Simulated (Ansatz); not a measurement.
**BH4, doublet: vertical spin and charge gaps**

Geometry (PBE0/def2-TZVP stationary point for this spin, not checked as a minimum):

```json
{"atom": "B", "x (Å)": "0.0000", "y (Å)": "0.0000", "z (Å)": "0.0000"}
{"atom": "H", "x (Å)": "0.4147", "y (Å)": "0.8125", "z (Å)": "0.8107"}
{"atom": "H", "x (Å)": "-0.4243", "y (Å)": "-0.8077", "z (Å)": "0.8105"}
{"atom": "H", "x (Å)": "-0.4128", "y (Å)": "0.8086", "z (Å)": "-0.8154"}
{"atom": "H", "x (Å)": "0.4225", "y (Å)": "-0.8134", "z (Å)": "-0.8057"}
```

Basis 6-31G; Ansatz 0.2.0. Only valence electrons are correlated (noble-gas cores frozen). Prefix R: restricted or restricted open-shell reference; prefix U: unrestricted. Active spaces: valence = (7e, 8o) chosen from the atoms' valence shells.

Gaps are energies of the second state less the first, at fixed atoms, for a selection of the levels run; each method lands on the state that its own search finds for that charge and spin.

For open shells CISD and CISDTQ are restricted-active-space CI with the open shells as a complete middle space.

Quartet less doublet: 8.555 eV at full CI (doublet A1, quartet B2, in C2v).

| level | gap (eV) | error (meV) |
| --- | --- | --- |
| RHF | 7.978 | -577 |
| UMP2 | 8.461 | -94 |
| RCCSD | 8.542 | -13 |
| RCCSD(T) | 8.554 | -1 |
| UCCSD(T) | 8.553 | -2 |
| BCCD(T) | 8.553 | -2 |
| CISDTQ | 8.554 | -1 |
| RCCSDT(Q) | 8.555 | 0 |
| UCCSDTQ | 8.555 | 0 |
| PBE0 | 8.665 | 110 |

Q: PBE gives 10.679 eV for removing an electron, to the singlet. Estimate what full CI gives in 6-31G.

A: Full CI in 6-31G gives 10.260 eV, so against it PBE is off by 0.419 eV.

```csv
level,gap (eV),error (meV)
CISD,10.299,39
RCCSD,10.275,15
BCCD(T),10.267,7
CISDTQ,10.260,0
RCCSDT(Q),10.262,2
CASSCF (valence space),9.952,-308
MRCISD+Q (valence space),10.255,-5
r2SCAN,10.886,626
B2PLYP,10.675,415
```

Removing an electron, to the triplet: 12.614 eV at full CI (doublet A1, triplet ion B2, in C2v).

```tsv
level	gap (eV)	error (meV)
RCCSD	12.595	-19
UCCSDT	12.613	-1
RCCSDT(Q)	12.614	0
UCCSDT(Q)	12.614	0
RCCSDTQ	12.614	0
UCCSDTQ	12.614	0
CASSCF (valence space)	12.324	-290
NEVPT2 (valence space)	12.529	-85
MRCISD+Q(relaxed) (valence space)	12.614	0
PBE-QIDH	12.902	288
```

In so small a basis the reference is far from its limit while semilocal and hybrid functionals are nearer theirs (RPA and double hybrids share much of the reference's basis error), so the functionals' errors here hold much of the reference's basis and frozen-core error, which can add to them or hide them.

Full CI is exact within this basis and frozen core; it isn't the basis-set limit. The frozen core follows each run's orbitals, which can shift R against U totals by a few meV.
